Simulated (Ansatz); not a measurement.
# Worked example: S–B–SH⁺, doublet against S–B–SH, singlet

Geometry (PBE0/def2-TZVP stationary point of a singlet), kept for both states (S–B–SH, singlet: A; S–B–SH⁺, doublet: A):

```tsv
atom	x (Å)	y (Å)	z (Å)
S	0.0000	-0.2901	2.1210
B	0.0000	-0.2975	0.5119
S	0.0000	-0.3755	-1.2439
H	0.0000	0.9631	-1.3890
```

Basis cc-pVDZ; Ansatz 0.2.0. Correlated methods freeze the noble-gas cores. Prefix R: restricted or restricted open-shell reference; prefix U: unrestricted.

Full CI isn't at hand for all of this; UCCSDT(Q) serves as the reference, and is uncertain by about the last step of the cluster series.

```
    level  E(S–B–SH, singlet) (hartree)  E(S–B–SH⁺, doublet) (hartree)
      UHF                   -820.382684                    -820.050585
     UMP2                   -820.720000                    -820.353684
 UCCSD(T)                   -820.764062                    -820.408558
      PBE                   -821.502715                    -821.146499
    B3LYP                   -821.920634                    -821.560368
UCCSDT(Q)                   -820.766184                    -820.411854
```

Task: Give the vertical gap, S–B–SH⁺ doublet less S–B–SH singlet, at each level in eV (1 hartree = 27.2114 eV), and each error against UCCSDT(Q).

Result: UCCSDT(Q): (-820.411854 − (-820.766184)) × 27.2114 = 9.642 eV (the reference)
B3LYP: (-821.560368 − (-821.920634)) × 27.2114 = 9.803 eV, error 0.161 eV
PBE: (-821.146499 − (-821.502715)) × 27.2114 = 9.693 eV, error 0.051 eV
UCCSD(T): (-820.408558 − (-820.764062)) × 27.2114 = 9.674 eV, error 0.032 eV
UMP2: (-820.353684 − (-820.720000)) × 27.2114 = 9.968 eV, error 0.326 eV
UHF: (-820.050585 − (-820.382684)) × 27.2114 = 9.037 eV, error -0.605 eV

Total energies of functionals can't be set beside those of wave-function methods, since they hold the core's correlation and their own absolute errors; only the differences compare.

In so small a basis the reference is far from its limit while semilocal and hybrid functionals are nearer theirs, so the functionals' errors here hold much of the reference's basis and frozen-core error, which can add to them or hide them.

Each level lands on the state that its own search finds. T1 diagnostics of restricted CCSD: 0.018 and 0.055.
